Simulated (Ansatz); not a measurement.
bcc Mo was calculated with r²SCAN in Ansatz (PAW).

A relaxed, unreconstructed slab of the (110) face has 6 atoms, two equal faces of 7.021 Å² each and an energy of -29802.9283 eV. A bulk cell of 2 atoms with the same orientation and in-plane k mesh has -9935.1935 eV. Energies are extrapolated to zero smearing.

Numerical settings: plane-wave cutoff 500 eV, 22×22×1 k mesh (along the axes of the cell as run), Fermi–Dirac smearing 0.1 eV, scalar-relativistic PAW data made under PBE.

Worked out: γ = (E_slab − N E_bulk per atom)/2A = [-29802.9283 − 6 × (-9935.1935/2)]/(2 × 7.021) = 0.1889 eV/Å². With 16.022 J/m² per eV/Å² this is 3.03 J/m², or 1.33 eV per surface cell and face.

Ansatz is a program for electronic structure.
